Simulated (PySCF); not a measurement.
Species: pyrazine radical anion, C4H4N2 (charge -1 and doublet state).
Numbering: `[cH:1]1[cH:2][n:3][cH:4][cH:5][n:6]1` (hydrogens: H7 on C1; H8 on C2; H9 on C4; H10 on C5)

Cartesian coordinates in Å at the PBE0-D3(BJ)/def2-SVP level; atoms count from 1:
```xyz
10
C4H4N2 angstrom
C      1.0936   -0.7406    0.0298
C      1.1593    0.6340    0.0151
N      0.0730    1.4707   -0.0201
C     -1.0894    0.7422   -0.0388
C     -1.1565   -0.6323   -0.0241
N     -0.0694   -1.4682    0.0111
H      2.0330   -1.3166    0.0585
H      2.1497    1.1177    0.0322
H     -2.0286    1.3183   -0.0675
H     -2.1470   -1.1158   -0.0413
```

As a line formula: pyrazine radical anion, `c1cnccn1` [SMILES of the parent framework; charge -1 and doublet state].

Computed with UKS B3LYP, IGLO-III on C N, pcH-1 on H, non-relativistic, mean-field spin-orbit, GIAO (PySCF). Whether the extra electron is bound in the gas phase wasn't checked; a finite basis holds it in any case. No stability test was run, so a lower SCF solution isn't excluded. No frequencies were computed at this geometry's level, so the symmetric structure isn't shown to be a minimum.

Task: Where do the isotropic ENDOR lines of N3/N6 and H7/H8/H9/H10 fall at 345.1 mT, to first order?

Result: ν± = |νn ± a/2|, one line for each electron-spin manifold; νn = |g_N| × 7.62259 MHz/T × B.

| nuclei | isotope | g_N | νn (MHz) | a_iso (MHz) | lower line (MHz) | upper line (MHz) |
| --- | --- | --- | --- | --- | --- | --- |
| N3/N6 | 14N | 0.4038 | 1.06 | 18.51 | 8.19 | 10.32 |
| H7/H8/H9/H10 | 1H | 5.5857 | 14.69 | -7.03 | 11.18 | 18.21 |

Task: Which pairs are centred on the nuclear Larmor frequency, and which on half the coupling?

Result: Centred on νn, since |a| < 2νn: H7/H8/H9/H10. Centred on |a|/2 and split by 2νn: N3/N6.

On one thread of an Arm Neoverse V2, shared host, this took 32 s wall.
